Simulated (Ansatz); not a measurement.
**B2+ (doublet): wave-function methods side by side, def2-QZVPP**

An exercise on one series of results from a longer session: the logs are not shown, and one member is left open.

The runs use Ansatz 0.2.0, Gaussian basis; def2-QZVPP, core rule «outside noble gas», up to 2 orbitals frozen.

The runs, in order: UHF; ROHF; CCSD(T) on UHF.

2 further runs of the same task are left out: 2 set aside as unsound or not needed.

## The geometry

The geometry is a PBE0/def2-TZVP stationary point (not a proven minimum) of the parent state, kept for this charge and spin.

2 atoms, charge 1, spin multiplicity 2.

Atoms are counted from 1 here; the program's logs count them from 0.

Bond lengths: B1–B2 1.562 Å.

Set-up of the first run:

Input file in.yaml:

```yaml
crystal:
  periodic: [false, false, false]
  atoms:
    - {symbol: B, position_ang: [0.000000, 0.000000, 0.000000]}
    - {symbol: B, position_ang: [0.000000, 0.000000, 1.561787]}
basis:
  gaussian: {orbitals: "def2-QZVPP.json"}
total_charge: 1
magnetization: {spin_polarized: true, initial_magnetization: 1}
hamiltonian: {xc: hf}
output: {orbitals: {seedname: orbitals}}
```

On the command line:

```bash
$ ansatz run in.yaml --threads 1 --pin off --events-out ev --progress --plain --max-ram 2393MiB
```

Steps of the session up to this table: UHF; ROHF; CCSD(T) on UHF.

One of the session's tables, all rows but one given; the rest of the session is left out.

| method | from UCCSD(T) (meV) |
| --- | --- |
| ROHF | +4939.6 |
| UHF | +2909.5 |
| UMP2 | +928.0 |
| UCCSD | ? |
| UCCSD(T) | 0 |

Estimate the missing values for UCCSD.

As computed: from UCCSD(T) (meV): +171.4. In the column «from UCCSD(T) (meV)» it lies between UCCSD(T) (0) and UMP2 (+928.0).

The program flags UCCSD(T) as in doubt (see the logs), so the zero of the table is itself unsure.

Caveats from the session: The determinant is far from a pure spin state, so its energy mixes those of several spin states (harmless only where they are near-degenerate, as at dissociation). The program flags UCCSD(T) as in doubt, so the zero of the table is itself unsure.
